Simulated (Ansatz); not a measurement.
**Scan of BeMgH2 (H-bridged), triplet**

Starting geometry (PBE0/def2-TZVP stationary point for this spin, not checked as a minimum):

```xyz
4

Be    0.0000   -0.0640    1.9142
Mg    0.0000   -0.0368   -0.6569
H     0.0000    1.0491    1.0318
H     0.0000    0.4099   -2.3070
```

From there H4 moves along the line of the two atoms named below, all else staying in place; atoms are numbered as listed. Energies are in kcal/mol, counted from the starting geometry at the same level. Kohn–Sham curves are unrestricted where that lies lower.

Basis 6-31G; Ansatz 0.2.0. Only valence electrons are correlated (noble-gas cores frozen). The metal's outer-core shells are frozen, which leaves out core–valence correlation.

Unrestricted Kohn–Sham rows aren't spin-pure: their determinants' ⟨S²⟩ exceeds S(S+1) by up to 0.25, so they mix in states of higher spin.

In so small a basis the reference is far from its limit while semilocal and hybrid functionals are nearer theirs (RPA and double hybrids share much of the reference's basis error), so the functionals' errors here hold much of the reference's basis and frozen-core error, which can add to them or hide them.

Full CI is exact within this basis and frozen core; it isn't the basis-set limit.

| distance Mg2-H4 (Å) | full CI | PBE | BLYP | r2SCAN | B97M-V | PBE0 | B3LYP | wB97M-V | B2PLYP | RPA-PBE |
| --- | --- | --- | --- | --- | --- | --- | --- | --- | --- | --- |
| 1.369 | 22.2 | 21.0 | 20.5 | 20.7 | 20.6 | 20.6 | 20.0 | 19.8 | 20.3 | 22.5 |
| 1.533 | 5.8 | 5.3 | 5.1 | 5.0 | 5.0 | 5.0 | 4.7 | 4.6 | 4.8 | 5.9 |
| 1.710 | 0.0 | 0.0 | 0.0 | 0.0 | 0.0 | 0.0 | 0.0 | 0.0 | 0.0 | 0.0 |
| 1.860 | 0.6 | 0.9 | 1.0 | 1.3 | 1.3 | 1.3 | 1.4 | 1.6 | 1.4 | 0.4 |
| 2.056 | 5.3 | 6.0 | 6.2 | 6.9 | 6.9 | 7.0 | 7.1 | 7.6 | 7.3 | 5.0 |
| 2.366 | 16.2 | 17.6 | 17.4 | 19.5 | 19.5 | 19.7 | 19.4 | 20.8 | 20.1 | 15.6 |
| 2.734 | 28.1 | 30.7 | 29.7 | 33.0 | 34.3 | 33.6 | 32.5 | 35.6 | 33.6 | 27.5 |
| 3.239 | 36.2 | 41.6 | 39.8 | 43.6 | 47.3 | 43.9 | 42.7 | 45.1 | 42.7 | 36.1 |
| 3.706 | 37.5 | 45.6 | 44.1 | 48.5 | 52.0 | 47.2 | 46.7 | 46.8 | 45.4 | 37.6 |
| 4.726 | 37.6 | 46.9 | 46.6 | 52.3 | 53.6 | 48.4 | 48.5 | 47.3 | 46.2 | 36.7 |
| 5.779 | 37.6 | 47.2 | 46.8 | 52.8 | 53.8 | 48.7 | 48.8 | 47.5 | 46.3 | 36.7 |
